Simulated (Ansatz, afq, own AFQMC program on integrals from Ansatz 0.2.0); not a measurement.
## S, triplet → S⁺, quartet

A free S atom.

E(quartet, charge +1) − E(triplet, charge +0) at this geometry, on UHF and UHF determinants.

Basis cc-pVDZ. Noble-gas cores (and the filled d shells of Ga–Kr and In–Xe) are frozen. Ansatz 0.2.0 and our own AFQMC program on the same integrals; the CISD trial comes from CCSD amplitudes, and released means the phaseless constraint is let go. ± is one standard error of the sampling. The errors of all members are added in quadrature.

Full CI on the same integrals is exact in this basis and with this determinant's frozen core.

The best estimate is CCSD(T) at the basis-set limit (CBS: def2-TZVPP and def2-QZVPP, with their diffuse functions for anions and beside diffuse sets, CCSD(T) itself extrapolated) plus the step from CCSD(T) to full CI in cc-pVDZ. Rows without CBS are in cc-pVDZ, the functionals in def2-TZVP; B2PLYP and the wave-function rows carry a basis error of their own. Core correlation and relativity beyond core potentials are missing, and ± holds the sampling alone.

Cautions: core correlation is missing, and it shifts such a gap most where an s electron is promoted.

Best estimate: 998.3 kJ/mol.

```json
{"level": "HF", "vertical ionization energy (kJ/mol)": "887.4", "error against the best estimate (kJ/mol)": "-110.9"}
{"level": "MP2", "vertical ionization energy (kJ/mol)": "929.1", "error against the best estimate (kJ/mol)": "-69.2"}
{"level": "CCSD", "vertical ionization energy (kJ/mol)": "930.0", "error against the best estimate (kJ/mol)": "-68.3"}
{"level": "CCSD(T)", "vertical ionization energy (kJ/mol)": "930.6", "error against the best estimate (kJ/mol)": "-67.7"}
{"level": "CCSDT", "vertical ionization energy (kJ/mol)": "930.7", "error against the best estimate (kJ/mol)": "-67.6"}
{"level": "CCSDT(Q)", "vertical ionization energy (kJ/mol)": "930.7", "error against the best estimate (kJ/mol)": "-67.5"}
{"level": "CCSDTQ", "vertical ionization energy (kJ/mol)": "930.7", "error against the best estimate (kJ/mol)": "-67.6"}
{"level": "ph-AFQMC/CISD", "vertical ionization energy (kJ/mol)": "930.6 ± 0.2", "error against the best estimate (kJ/mol)": "-67.7 ± 0.2"}
{"level": "released AFQMC", "vertical ionization energy (kJ/mol)": "930.8 ± 0.2", "error against the best estimate (kJ/mol)": "-67.5 ± 0.2"}
{"level": "FCI", "vertical ionization energy (kJ/mol)": "930.7", "error against the best estimate (kJ/mol)": "-67.5"}
{"level": "HF/CBS", "vertical ionization energy (kJ/mol)": "891.1", "error against the best estimate (kJ/mol)": "-107.2"}
{"level": "MP2/CBS", "vertical ionization energy (kJ/mol)": "981.5", "error against the best estimate (kJ/mol)": "-16.7"}
{"level": "CCSD(T)/CBS", "vertical ionization energy (kJ/mol)": "998.1", "error against the best estimate (kJ/mol)": "-0.2"}
{"level": "PBE", "vertical ionization energy (kJ/mol)": "1005.4", "error against the best estimate (kJ/mol)": "7.1"}
{"level": "r2SCAN", "vertical ionization energy (kJ/mol)": "1000.8", "error against the best estimate (kJ/mol)": "2.6"}
{"level": "PBE0", "vertical ionization energy (kJ/mol)": "1003.4", "error against the best estimate (kJ/mol)": "5.1"}
{"level": "B3LYP", "vertical ionization energy (kJ/mol)": "1017.5", "error against the best estimate (kJ/mol)": "19.2"}
{"level": "wB97M-V", "vertical ionization energy (kJ/mol)": "1001.8", "error against the best estimate (kJ/mol)": "3.5"}
{"level": "B2PLYP", "vertical ionization energy (kJ/mol)": "993.8", "error against the best estimate (kJ/mol)": "-4.5"}
```

Correlation beyond CCSD(T) changes it by less than 2 meV. Going to the basis-set limit adds 67.5 kJ/mol at CCSD(T). The perturbative (T) step is worth +0.6 kJ/mol.

Best estimates are given only where the step beyond CCSD(T) is under 0.3 eV and no member's determinant is very poor (T1 over 0.05, or 0.07 for open shells, ⟨S²⟩ too high by 0.3, two states mixed), so the hardest cases are missing from such tables.

The functionals ran in a triple-zeta set and keep a basis error of their own, a few kJ/mol for each bond in atomization energies and more for double hybrids, so close places among them and the extrapolated levels can swap.

CCSDT and higher add their correlation energy to the determinant of the CCSD(T) run, since their own runs factorise the integrals more tightly (a shift of under 2 meV). Each member of a difference takes its own highest rung, so a best estimate needn't equal the limit plus the step of one row. A walk keeps the symmetry of its determinant, which the program's search chose and which needn't be the lowest solution, so a lower state of the same spin and another symmetry isn't excluded. Released energies are given only where the last usable release times agree within the noise; a slower fall can still hide under it.
